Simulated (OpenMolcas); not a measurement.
A ladder of methods for SiCl2 (SMILES Cl[Si]Cl)

The species is SiCl2 (3 atoms), meant as a singlet with charge 0. SMILES: `Cl[Si]Cl`. The coordinates come from a GFN2-xTB relaxation.

```csv
atom,x (Å),y (Å),z (Å)
Si,0.0051,-0.0069,-0.8693
Cl,1.5816,-0.0189,0.4441
Cl,-1.5868,0.0259,0.4253
```

Quantity: the energy change with the Si1–Cl3 bond stretched from 2.052 to 3.591 Å, in eV. The values are calculated.

| level | kind | program | value (eV) | less FCI/STO-3G | CPU time (all runs) |
| --- | --- | --- | --- | --- | --- |
| HF/STO-3G (restricted) | Hartree–Fock | OpenMolcas | 5.00 | +1.05 | 3.2 s |
| SVWN5/STO-3G (restricted) | LDA | OpenMolcas | 3.98 | +0.03 | 8.9 s |
| PBE/STO-3G (restricted) | GGA | OpenMolcas | 3.62 | -0.33 | 14 s |
| r2SCAN/STO-3G (restricted) | meta-GGA | OpenMolcas | 3.81 | -0.14 | 16 s |
| B3LYP/STO-3G (restricted) | global hybrid | OpenMolcas | 3.90 | -0.05 | 8.1 s |
| MRCI(2,2)/STO-3G | multireference | OpenMolcas | 3.94 | -0.01 | 3.8 s |
| CISD/STO-3G (restricted) | coupled cluster or CI | OpenMolcas | 4.19 | +0.24 | 3.5 s |
| FCI/STO-3G | exact in the basis | OpenMolcas | 3.95 | 0.00 | 28 s |

FCI/STO-3G is exact within its basis and frozen core, so for wave-function methods in that basis the difference is their error; functionals converge differently with the basis, so for them it is only a difference. Spin-restricted single references rise too steeply as a bond breaks, Hartree–Fock most of all. The first shape isn't each level's own minimum. The values span 3.62 to 5.00 eV. All rows use very small basis sets, so even the best lies far from the true value. CPU times are rough (shared hosts, several kinds of processor): they show what a rung costs within a factor of a few.
